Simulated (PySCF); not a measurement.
**Spin-Hamiltonian simulation**

Molecule: `InChI=1S/C5H5N/c1-4-5(2)6-3/h1H,2-3H2`.

Geometry:
```json
{"atom": "C1", "x (Å)": "-1.175", "y (Å)": "1.873", "z (Å)": "-0.203"}
{"atom": "C2", "x (Å)": "-0.814", "y (Å)": "0.720", "z (Å)": "-0.098"}
{"atom": "C3", "x (Å)": "-0.334", "y (Å)": "-0.631", "z (Å)": "0.025"}
{"atom": "C4", "x (Å)": "-1.181", "y (Å)": "-1.677", "z (Å)": "0.047"}
{"atom": "N5", "x (Å)": "1.043", "y (Å)": "-0.894", "z (Å)": "0.129"}
{"atom": "C6", "x (Å)": "1.882", "y (Å)": "0.058", "z (Å)": "0.118"}
{"atom": "H7", "x (Å)": "-1.512", "y (Å)": "2.889", "z (Å)": "-0.295"}
{"atom": "H8", "x (Å)": "-0.767", "y (Å)": "-2.683", "z (Å)": "0.142"}
{"atom": "H9", "x (Å)": "-2.261", "y (Å)": "-1.539", "z (Å)": "-0.028"}
{"atom": "H10", "x (Å)": "2.949", "y (Å)": "-0.183", "z (Å)": "0.200"}
{"atom": "H11", "x (Å)": "1.602", "y (Å)": "1.124", "z (Å)": "0.029"}
```

[PySCF 2.14: spin–spin couplings from B3LYP/pcJ-1 (spin–dipole term only in couplings to heteroatoms); PBE0-D3(BJ)/def2-SVP structure; GIAO KT2/pcSseg-2 shieldings; one computed conformer; relativity neglected; no solvent]

Chemical shifts δ = σref − σ; $^{1}$H against TMS, all at this level.

Shifts (ppm): H7 3.33, H8 6.15, H9 5.94, H10 7.19, H11 7.97.
Couplings (Hz): H7–H8: 0.6; H7–H9: 0.8; H7–H10: -0.3; H7–H11: -0.2; H8–H9: 2.3; H8–H10: 1.3; H8–H11: 0.9; H9–H10: 1.6; H9–H11: 0.9; H10–H11: 18.1.

The 5-spin Hamiltonian (Zeeman plus full scalar coupling among like nuclei) was diagonalised exactly; lines are Lorentzian, 0.4 Hz wide, and the maxima above 3 % are listed with the tallest set to 100.

(1) Give the $^{1}$H peak list of this spin system at 60 MHz.

(2) And at 500 MHz?

(3) Among coupled protons with different shifts, which pair is furthest from first order, and how does the field change that?

## Answers

(1) 
```tsv
Hz	ppm	height
489.9	8.164	20
489.0	8.149	38
488.1	8.134	21
471.8	7.862	43
470.9	7.848	81
470.0	7.833	44
440.3	7.338	33
440.1	7.335	33
438.8	7.312	65
437.5	7.291	36
437.2	7.287	36
422.2	7.037	15
422.0	7.033	15
420.7	7.011	30
419.4	6.989	17
419.2	6.986	17
371.7	6.194	18
371.0	6.183	25
370.8	6.179	27
370.2	6.170	31
369.4	6.157	44
368.8	6.146	48
368.5	6.141	41
368.0	6.133	43
367.5	6.124	36
367.2	6.120	32
366.6	6.109	25
359.1	5.984	25
358.2	5.970	44
357.4	5.957	45
356.7	5.945	55
355.9	5.931	51
355.2	5.919	33
354.4	5.906	29
353.5	5.892	17
199.9	3.331	100
```

(2) 
δ in ppm (height): 7.990 (31), 7.989 (57), 7.987 (31), 7.954 (34), 7.952 (63), 7.951 (34), 7.211 (26), 7.210 (26), 7.208 (50), 7.205 (27), 7.205 (26), 7.175 (24), 7.174 (24), 7.171 (45), 7.169 (24), 7.168 (24), 6.155 (22), 6.154 (29), 6.153 (31), 6.152 (37), 6.151 (45), 6.149 (46), 6.149 (37), 6.148 (39), 6.147 (32), 6.146 (30), 6.145 (22), 5.946 (21), 5.944 (38), 5.942 (41), 5.941 (53), 5.939 (53), 5.938 (40), 5.936 (37), 5.934 (20), 3.330 (100)

(3) H10 and H11: Δν/J is about 2.6 at 60 MHz (strongly coupled) and 21.5 at 500 MHz (close to first order). J in Hz doesn't depend on the field, while Δν in Hz grows in proportion to it.
